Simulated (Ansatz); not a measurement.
**SiH₂O+ (doublet): from Hartree-Fock to the top rungs, def2-QZVPP**

One table from this session's results is given with a row withheld; the runs are named, their logs left out.

Computed with Ansatz 0.2.0, Gaussian basis. Level: def2-QZVPP, core rule «outside noble gas», up to 6 orbitals frozen.

The runs, in order: UHF; ROHF; CCSD(T) on UHF.

2 further runs of the same task are left out: 2 set aside as unsound or not needed.

### The system

The geometry is a PBE0/def2-TZVP stationary point (not a proven minimum) of the parent state, kept for this charge and spin.

4 atoms, charge 1, spin multiplicity 2.

Atoms are counted from 1 here; the program's logs count them from 0.

Bond lengths: Si1–O2 1.516 Å, Si1–H3 1.486 Å, Si1–H4 1.486 Å. Angles: O2–Si1–H3 124.0°, O2–Si1–H4 124.0°, H3–Si1–H4 111.9°.

As a file:

```xyz
4

Si    0.0000    0.0000    0.4897
O     0.0000    0.0000   -1.0261
H     0.0000    1.2309    1.3214
H     0.0000   -1.2309    1.3214
```

The first run:

Input file in.yaml:

```yaml
crystal:
  periodic: [false, false, false]
  atoms:
    - {symbol: Si, position_ang: [0.000000, 0.000000, 0.489694]}
    - {symbol: O, position_ang: [0.000000, 0.000000, -1.026105]}
    - {symbol: H, position_ang: [0.000000, 1.230909, 1.321383]}
    - {symbol: H, position_ang: [0.000000, -1.230909, 1.321383]}
basis:
  gaussian: {orbitals: "def2-QZVPP.json"}
total_charge: 1
magnetization: {spin_polarized: true, initial_magnetization: 1}
hamiltonian: {xc: hf}
output: {orbitals: {seedname: orbitals}}
```

Started as:

```bash
$ ansatz run in.yaml --threads 1 --pin off --events-out ev --progress --plain --max-ram 2560MiB --backend cpu
```

Steps of the session up to this table: UHF; ROHF; CCSD(T) on UHF.

One of the session's tables, all rows but one given; the rest of the session is left out.

It belongs to the step «Misses and costs». 

| method | from UCCSD(T) (kJ/mol) |
| --- | --- |
| ROHF | ? |
| UHF | +892.1 |
| UMP2 | +101.2 |
| UCCSD | +28.9 |
| UCCSD(T) | 0 |

Estimate the missing values for ROHF.

The run gave: from UCCSD(T) (kJ/mol): +905.7. In the column «from UCCSD(T) (kJ/mol)» it is the highest.
